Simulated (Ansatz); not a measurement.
# BSiHO (triplet): wB97M-V, B2PLYP, RPA-PBE over vertical spin and charge gaps and displaced geometries, cc-pVDZ, part 2 of 2

Ansatz 0.2.0, Gaussian basis; cc-pVDZ, all electrons in the functionals, frozen cores in the correlation of double hybrids and RPA. Earlier steps stand in the parts before.

### Step 14. B2PLYP, displaced geometry v1

File in.yaml:

```yaml
crystal:
  periodic: [false, false, false]
  atoms:
    - {symbol: B, position_ang: [0.002349, -0.291461, 0.878884]}
    - {symbol: O, position_ang: [0.001486, -0.189619, -0.428162]}
    - {symbol: Si, position_ang: [0.049471, -0.073520, -2.131105]}
    - {symbol: H, position_ang: [-0.053305, 0.554600, 1.680383]}
basis:
  gaussian: {orbitals: cc-pVDZ}
magnetization: {spin_polarized: true, initial_magnetization: 2}
hamiltonian: {xc: {name: B2PLYP}}
correlation: {electrons: outside_noble_gas}
```

The run is started by

```sh
> ansatz run in.yaml --threads 1 --pin off --events-out ev --progress --plain --max-ram 2393MiB
```

The program printed, shortened:

```text
Functional definition: B2PLYP
  name "B2PLYP"
  cite "Grimme, J. Chem. Phys. 124, 034108 (2006) doi:10.1063/1.2148954"
  cite "Becke, Phys. Rev. A 38, 3098 (1988) doi:10.1103/PhysRevA.38.3098"
  cite "Lee, Yang & Parr, Phys. Rev. B 37, 785 (1988) doi:10.1103/PhysRevB.37.785"
[...]
487 factors; integrals over basis functions are off by at most 8.7e-4 eV
[...]
mean field -10606.23415707 eV, -389.7719161086 hartree, gradient 7.5e-6 eV, S^2 2.016865; 2 other end points of the search recorded, 0 dependent functions left out
7 core orbitals not correlated: weight in the atoms' cores, before any rotation towards them, 1.000 or more for the frozen orbitals, at most 0.000 for the correlated occupied ones
reference -10606.23428307 eV, -389.7719207391 hartree; 8, 6 occupied and 36, 38 virtual orbitals, 487 factors
second order -10.57003080 eV of doubles, -0.00000000 eV of singles
Total energy: -10609.08819139 eV, -389.8767999352 hartree
```

Wall time 6 s (1 thread of Arm Neoverse N1, shared host).

From the report: ⟨S²⟩ of the determinant 2.017 (pure triplet: 2.00).

From charge 0, triplet: -2.7 kJ/mol.

### Step 15. B2PLYP, displaced geometry v2

File in.yaml:

```yaml
crystal:
  periodic: [false, false, false]
  atoms:
    - {symbol: B, position_ang: [0.064580, -0.265867, 0.847504]}
    - {symbol: O, position_ang: [-0.100324, -0.139509, -0.436794]}
    - {symbol: Si, position_ang: [-0.023683, -0.115144, -2.105304]}
    - {symbol: H, position_ang: [0.059427, 0.520520, 1.694595]}
basis:
  gaussian: {orbitals: cc-pVDZ}
magnetization: {spin_polarized: true, initial_magnetization: 2}
hamiltonian: {xc: {name: B2PLYP}}
correlation: {electrons: outside_noble_gas}
```

Launched as before.

The program printed, shortened:

```text
Functional definition: B2PLYP
  name "B2PLYP"
  cite "Grimme, J. Chem. Phys. 124, 034108 (2006) doi:10.1063/1.2148954"
  cite "Becke, Phys. Rev. A 38, 3098 (1988) doi:10.1103/PhysRevA.38.3098"
  cite "Lee, Yang & Parr, Phys. Rev. B 37, 785 (1988) doi:10.1103/PhysRevB.37.785"
[...]
487 factors; integrals over basis functions are off by at most 8.9e-4 eV
[...]
mean field -10606.19178526 eV, -389.7703589735 hartree, gradient 6.4e-6 eV, S^2 2.016214; 2 other end points of the search recorded, 0 dependent functions left out
7 core orbitals not correlated: weight in the atoms' cores, before any rotation towards them, 1.000 or more for the frozen orbitals, at most 0.000 for the correlated occupied ones
reference -10606.19191160 eV, -389.7703636161 hartree; 8, 6 occupied and 36, 38 virtual orbitals, 487 factors
second order -10.49241453 eV of doubles, -0.00000000 eV of singles
Total energy: -10609.02486352 eV, -389.8744726790 hartree
```

It took 6 s on 1 thread of Arm Neoverse N1, shared host.

From the report: ⟨S²⟩ of the determinant 2.016 (pure triplet: 2.00).

From charge 0, triplet: +3.4 kJ/mol.

### Step 16. RPA-PBE, charge 0, triplet

File in.yaml:

```yaml
crystal:
  periodic: [false, false, false]
  atoms:
    - {symbol: B, position_ang: [0.000012, -0.289616, 0.856663]}
    - {symbol: O, position_ang: [-0.000018, -0.171632, -0.439229]}
    - {symbol: Si, position_ang: [0.000003, -0.114843, -2.099559]}
    - {symbol: H, position_ang: [0.000004, 0.576091, 1.682126]}
basis:
  gaussian: {orbitals: cc-pVDZ}
magnetization: {spin_polarized: true, initial_magnetization: 2}
hamiltonian: {xc: {name: PBE}}
correlation: {method: rpa, electrons: outside_noble_gas}
```

Same command.

The program printed, shortened:

```text
Functional definition: PBE
  name "PBE"
  cite "Perdew, Burke & Ernzerhof, Phys. Rev. Lett. 77, 3865 (1996) doi:10.1103/PhysRevLett.77.3865"
  parent pbe
[...]
487 factors; integrals over basis functions are off by at most 9.0e-4 eV
[...]
mean field -10607.85339060 eV, -389.8314218432 hartree, gradient 4.9e-6 eV, S^2 2.015024; 4 other end points of the search recorded, 0 dependent functions left out
7 core orbitals not correlated: weight in the atoms' cores, before any rotation towards them, 1.000 or more for the frozen orbitals, at most 0.000 for the correlated occupied ones
reference -10584.36116024 eV, -388.9680983011 hartree; 8, 6 occupied and 36, 38 virtual orbitals, 487 factors
Total energy: -10599.11212041 eV, -389.5101860888 hartree
```

It took 5.5 s on 1 thread of Arm Neoverse N1, shared host.

From the report: ⟨S²⟩ of the determinant 2.015 (pure triplet: 2.00).

### Step 17. RPA-PBE, charge 0, singlet

in.yaml, as its differences from that of step 16:

```diff
@@ -9,3 +9,3 @@
   gaussian: {orbitals: cc-pVDZ}
-magnetization: {spin_polarized: true, initial_magnetization: 2}
+magnetization: {spin_polarized: true, initial_magnetization: 0}
 hamiltonian: {xc: {name: PBE}}
```

Launched as before.

The program printed, shortened:

```text
Functional definition: PBE
  name "PBE"
  cite "Perdew, Burke & Ernzerhof, Phys. Rev. Lett. 77, 3865 (1996) doi:10.1103/PhysRevLett.77.3865"
  parent pbe
[...]
487 factors; integrals over basis functions are off by at most 9.0e-4 eV
[...]
mean field -10607.66957067 eV, -389.8246665855 hartree, gradient 2.4e-6 eV, S^2 1.008203; 10 other end points of the search recorded, 0 dependent functions left out
7 core orbitals not correlated: weight in the atoms' cores, before any rotation towards them, 1.000 or more for the frozen orbitals, at most 0.000 for the correlated occupied ones
reference -10584.34548231 eV, -388.9675221477 hartree; 7, 7 occupied and 37, 37 virtual orbitals, 487 factors
Total energy: -10598.99054119 eV, -389.5057181349 hartree
```

Run time: 20 s. Hardware: 1 thread of Arm Neoverse N1, shared host.

From the report: ⟨S²⟩ of the determinant 1.008 (pure singlet: 0.00). The determinant is far from a pure spin state, so its energy mixes those of several spin states (harmless only where they are near-degenerate, as at dissociation).

From charge 0, triplet: +11.7 kJ/mol.

### Step 18. RPA-PBE, charge 0, quintet

in.yaml, as its differences from that of step 17:

```diff
@@ -9,3 +9,3 @@
   gaussian: {orbitals: cc-pVDZ}
-magnetization: {spin_polarized: true, initial_magnetization: 0}
+magnetization: {spin_polarized: true, initial_magnetization: 4}
 hamiltonian: {xc: {name: PBE}}
```

Same command.

The program printed, shortened:

```text
Functional definition: PBE
  name "PBE"
  cite "Perdew, Burke & Ernzerhof, Phys. Rev. Lett. 77, 3865 (1996) doi:10.1103/PhysRevLett.77.3865"
  parent pbe
[...]
487 factors; integrals over basis functions are off by at most 9.0e-4 eV
[...]
mean field -10603.62895249 eV, -389.6761766063 hartree, gradient 2.3e-6 eV, S^2 6.002995; 1 other end points of the search recorded, 0 dependent functions left out
7 core orbitals not correlated: weight in the atoms' cores, before any rotation towards them, 1.000 or more for the frozen orbitals, at most 0.000 for the correlated occupied ones
reference -10582.05608681 eV, -388.8833884151 hartree; 9, 5 occupied and 35, 39 virtual orbitals, 487 factors
Total energy: -10595.06108072 eV, -389.3613131261 hartree
```

Run time: 3.7 s. Hardware: 1 thread of Arm Neoverse N1, shared host.

From the report: ⟨S²⟩ of the determinant 6.003 (pure quintet: 6.00).

From charge 0, triplet: +390.9 kJ/mol.

### Step 19. RPA-PBE, charge 1, doublet

in.yaml, as its differences from that of step 18:

```diff
@@ -9,3 +9,4 @@
   gaussian: {orbitals: cc-pVDZ}
-magnetization: {spin_polarized: true, initial_magnetization: 4}
+total_charge: 1
+magnetization: {spin_polarized: true, initial_magnetization: 1}
 hamiltonian: {xc: {name: PBE}}
```

The command is unchanged.

The program printed, shortened:

```text
Functional definition: PBE
  name "PBE"
  cite "Perdew, Burke & Ernzerhof, Phys. Rev. Lett. 77, 3865 (1996) doi:10.1103/PhysRevLett.77.3865"
  parent pbe
[...]
487 factors; integrals over basis functions are off by at most 9.0e-4 eV
[...]
mean field -10600.88051916 eV, -389.5751735443 hartree, gradient 3.4e-6 eV, S^2 0.760210; 3 other end points of the search recorded, 0 dependent functions left out
7 core orbitals not correlated: weight in the atoms' cores, before any rotation towards them, 1.000 or more for the frozen orbitals, at most 0.000 for the correlated occupied ones
reference -10578.22226517 eV, -388.7424980684 hartree; 7, 6 occupied and 37, 38 virtual orbitals, 487 factors
Total energy: -10592.41039893 eV, -389.2639023669 hartree
```

It took 4.6 s on 1 thread of Arm Neoverse N1, shared host.

From the report: ⟨S²⟩ of the determinant 0.760 (pure doublet: 0.75).

From charge 0, triplet: +646.6 kJ/mol.

### Step 20. RPA-PBE, charge 1, quartet

in.yaml, as its differences from that of step 19:

```diff
@@ -10,3 +10,3 @@
 total_charge: 1
-magnetization: {spin_polarized: true, initial_magnetization: 1}
+magnetization: {spin_polarized: true, initial_magnetization: 3}
 hamiltonian: {xc: {name: PBE}}
```

The command is unchanged.

The program printed, shortened:

```text
Functional definition: PBE
  name "PBE"
  cite "Perdew, Burke & Ernzerhof, Phys. Rev. Lett. 77, 3865 (1996) doi:10.1103/PhysRevLett.77.3865"
  parent pbe
[...]
487 factors; integrals over basis functions are off by at most 9.0e-4 eV
[...]
mean field -10597.11348948 eV, -389.4367377569 hartree, gradient 2.1e-6 eV, S^2 3.762787; 2 other end points of the search recorded, 0 dependent functions left out
7 core orbitals not correlated: weight in the atoms' cores, before any rotation towards them, 1.000 or more for the frozen orbitals, at most 0.000 for the correlated occupied ones
reference -10575.08049970 eV, -388.6270403170 hartree; 8, 5 occupied and 36, 39 virtual orbitals, 487 factors
Total energy: -10588.49261576 eV, -389.1199264913 hartree
```

Wall time 4.6 s (1 thread of Arm Neoverse N1, shared host).

From the report: ⟨S²⟩ of the determinant 3.763 (pure quartet: 3.75).

From charge 0, triplet: +1024.6 kJ/mol.

### Step 21. RPA-PBE, displaced geometry v1

File in.yaml:

```yaml
crystal:
  periodic: [false, false, false]
  atoms:
    - {symbol: B, position_ang: [0.002349, -0.291461, 0.878884]}
    - {symbol: O, position_ang: [0.001486, -0.189619, -0.428162]}
    - {symbol: Si, position_ang: [0.049471, -0.073520, -2.131105]}
    - {symbol: H, position_ang: [-0.053305, 0.554600, 1.680383]}
basis:
  gaussian: {orbitals: cc-pVDZ}
magnetization: {spin_polarized: true, initial_magnetization: 2}
hamiltonian: {xc: {name: PBE}}
correlation: {method: rpa, electrons: outside_noble_gas}
```

Same command.

The program printed, shortened:

```text
Functional definition: PBE
  name "PBE"
  cite "Perdew, Burke & Ernzerhof, Phys. Rev. Lett. 77, 3865 (1996) doi:10.1103/PhysRevLett.77.3865"
  parent pbe
[...]
487 factors; integrals over basis functions are off by at most 8.7e-4 eV
[...]
mean field -10607.89701751 eV, -389.8330251025 hartree, gradient 5.7e-6 eV, S^2 2.015835; 2 other end points of the search recorded, 0 dependent functions left out
7 core orbitals not correlated: weight in the atoms' cores, before any rotation towards them, 1.000 or more for the frozen orbitals, at most 0.000 for the correlated occupied ones
reference -10584.33988624 eV, -388.9673164959 hartree; 8, 6 occupied and 36, 38 virtual orbitals, 487 factors
Total energy: -10599.17744737 eV, -389.5125868102 hartree
```

It took 4.1 s on 1 thread of Arm Neoverse N1, shared host.

From the report: ⟨S²⟩ of the determinant 2.016 (pure triplet: 2.00).

From charge 0, triplet: -6.3 kJ/mol.

### Step 22. RPA-PBE, displaced geometry v2

File in.yaml:

```yaml
crystal:
  periodic: [false, false, false]
  atoms:
    - {symbol: B, position_ang: [0.064580, -0.265867, 0.847504]}
    - {symbol: O, position_ang: [-0.100324, -0.139509, -0.436794]}
    - {symbol: Si, position_ang: [-0.023683, -0.115144, -2.105304]}
    - {symbol: H, position_ang: [0.059427, 0.520520, 1.694595]}
basis:
  gaussian: {orbitals: cc-pVDZ}
magnetization: {spin_polarized: true, initial_magnetization: 2}
hamiltonian: {xc: {name: PBE}}
correlation: {method: rpa, electrons: outside_noble_gas}
```

Same command.

The program printed, shortened:

```text
Functional definition: PBE
  name "PBE"
  cite "Perdew, Burke & Ernzerhof, Phys. Rev. Lett. 77, 3865 (1996) doi:10.1103/PhysRevLett.77.3865"
  parent pbe
[...]
487 factors; integrals over basis functions are off by at most 8.9e-4 eV
[...]
mean field -10607.82331116 eV, -389.8303164442 hartree, gradient 4.5e-6 eV, S^2 2.015144; 2 other end points of the search recorded, 0 dependent functions left out
7 core orbitals not correlated: weight in the atoms' cores, before any rotation towards them, 1.000 or more for the frozen orbitals, at most 0.000 for the correlated occupied ones
reference -10584.31223212 eV, -388.9663002258 hartree; 8, 6 occupied and 36, 38 virtual orbitals, 487 factors
Total energy: -10599.08353708 eV, -389.5091356709 hartree
```

It took 4.4 s on 1 thread of Arm Neoverse N1, shared host.

From the report: ⟨S²⟩ of the determinant 2.015 (pure triplet: 2.00).

From charge 0, triplet: +2.8 kJ/mol.

### Step 23. Against the wave-function levels

The yardstick is UCCSDT(Q), where the cluster series has nearly closed. It comes from earlier runs at the same points. Energies in kJ/mol, counted from charge 0, triplet; blanks weren't run or aren't comparable.

```
    level  triplet to singlet  triplet to quintet  ionisation to the doublet cation  ionisation to the quartet cation  displacement v1  displacement v2
UCCSDT(Q)                                   365.7                             649.0                            1002.6             -3.5              4.0
  wB97M-V                 9.3               419.4                             646.1                            1059.0             -1.5              3.7
   B2PLYP                 8.4               389.9                             653.2                            1031.4             -2.7              3.4
  RPA-PBE                11.7               390.9                             646.6                            1024.6             -6.3              2.8
```

Largest miss and mean time a point (UCCSDT(Q) took 5.2 min a point; shared hosts):

```
  level  largest miss (kJ/mol)                             where  time a point
wB97M-V                  +56.4  ionisation to the quartet cation          26 s
 B2PLYP                  +28.7  ionisation to the quartet cation         7.5 s
RPA-PBE                  +25.2                triplet to quintet         6.6 s
```

### Step 24. What came out

What follows sums up all 2 parts.

| quantity | value |
| --- | --- |
| triplet to quintet, UCCSDT(Q) | 365.7 kJ/mol |
| ionisation to the doublet cation, UCCSDT(Q) | 649.0 kJ/mol |
| ionisation to the quartet cation, UCCSDT(Q) | 1002.6 kJ/mol |
| displacement v1, UCCSDT(Q) | -3.5 kJ/mol |
| displacement v2, UCCSDT(Q) | 4.0 kJ/mol |
| largest miss, wB97M-V | +56.4 kJ/mol (ionisation to the quartet cation) |
| largest miss, B2PLYP | +28.7 kJ/mol (ionisation to the quartet cation) |
| largest miss, RPA-PBE | +25.2 kJ/mol (triplet to quintet) |

In words: Misses are known at 5 of 6 points at best, and only functionals with that many are ranked. Of the functionals, RPA-PBE keep the smallest largest miss at the points compared (at most 25.2 kJ/mol) and wB97M-V strays most (56.4 kJ/mol, at ionisation to the quartet cation). wB97M-V, B2PLYP, RPA-PBE clearly break the spin symmetry at some points (⟨S²⟩ up to 1.01 above the pure value), so energy there is bought with a mixed spin. Functionals and the yardstick converge differently with the basis, so part of each miss in cc-pVDZ is the basis.
